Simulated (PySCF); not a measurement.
NMR data simulated for an unnamed compound:

1H NMR (400 MHz, computed): δ 6.42 (s, 1H), 1.42 (br s, 1H).

13C{1H} NMR (computed): δ 241.5 (C), 72.7 (CH).

PySCF 2.14.0 with density-fitted response routines calculation with CAM-B3LYP/pcSseg-2 with gauge-including orbitals, B3LYP/pcJ-1 coupling constants and PBE0-D3(BJ)/def2-SVP structure; one conformer, in vacuum, non-relativistic Hamiltonian.

Chemical shifts δ = σref − σ; 1H (σ = 31.34 ppm), 13C (σ = 182.55 ppm) against TMS, all at this level.

Question: Which of these does the molecule contain: an OH group, a heteroaromatic ring, an N-methyl group, a non-aromatic C=C double bond, an S-methyl group?

Answer: 
- An OH group: yes (δH 1.42 (br s)).
- A heteroaromatic ring: no.
- An N-methyl group: no.
- A non-aromatic C=C double bond: yes.
- An S-methyl group: no.

The data belong to hydroxyketene (SMILES OC=C=O); they needn't prove each group on their own.

Carbon signals by region: 1 in the far downfield region (above 160 ppm), 1 at 50–100 ppm. Above 160 ppm: 241.5, central carbon of a ketene.

Exchangeable OH/NH protons stand at their gas-phase positions; hydrogen bonding in a real sample shifts them, mostly to higher δ. Shifts are as computed, not scaled to solution data. Of 1211 compounds with measured shifts, 218 miss one by over three times the rms of a fit or turn the order of signals round; such compounds aren't used in these exercises.
